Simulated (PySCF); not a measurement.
Molecule: SMILES c1ncn(C)n1, C3H5N3.

Geometry:
```csv
atom,x (Å),y (Å),z (Å)
C1,-1.680,-0.289,-0.001
N2,-0.257,-0.087,0.041
C3,0.445,1.065,-0.003
N4,1.734,0.813,0.056
C5,1.766,-0.537,0.139
N6,0.582,-1.122,0.132
H7,-2.016,-0.804,0.909
H8,-2.177,0.687,-0.070
H9,-1.951,-0.897,-0.876
H10,-0.028,2.045,-0.078
H11,2.689,-1.114,0.205
```

Geometry PBE0-D3(BJ)/def2-SVP throughout; GIAO in PySCF, gas phase, one conformer, non-relativistic; equivalent atoms averaged; functional PBE0.

Task: How do the shifts δ (against TMS, NH3 at the same level) depend on the basis set? (ppm; last column core-seconds on 1 thread of an Arm Neoverse V1, shared host)

Result: 
```tsv
basis set	functions	C5	C3	C1	N6	N4	N2	H11	H10	H7/H8/H9	core-s
STO-3G	35	121.9	117.1	38.2	245.4	216.4	125.2	7.80	6.98	3.29	2.5
6-31G	64	147.0	138.2	35.8	303.6	265.5	200.8	7.94	7.66	3.87	4.9
6-31G*	94	144.7	135.4	35.1	287.0	251.6	197.3	7.58	7.44	3.61	6.8
def2-SVP	109	148.2	138.9	34.3	309.2	273.0	213.5	7.45	7.30	3.52	7.7
6-311+G(2d,p)	192	155.7	144.7	35.2	320.1	280.7	226.4	7.88	7.77	3.70	17
def2-TZVP	216	156.7	146.0	35.8	328.3	288.3	231.8	7.86	7.77	3.70	21
```

Task: Which nucleus moves most, in ppm?

Result: N2 (pyrrole-type ring nitrogen): from 125.2 ppm with STO-3G to 231.8 ppm with def2-TZVP. The smallest spread is 0.50 ppm, at H11. Proton shifts span only some 12 ppm, so a few tenths of a ppm matter as much there as several ppm in carbon.

Task: Taking the largest basis, def2-TZVP (216 functions), as the yardstick, rank the others by their worst heavy-atom deviation.

Result: 6-311+G(2d,p) 8.2 ppm (192 functions), def2-SVP 19.1 ppm (109 functions), 6-31G 31.0 ppm (64 functions), 6-31G* 41.3 ppm (94 functions), STO-3G 106.6 ppm (35 functions).

A small basis that lands close on one nucleus may do so by chance; judge by the trend and by all nuclei.
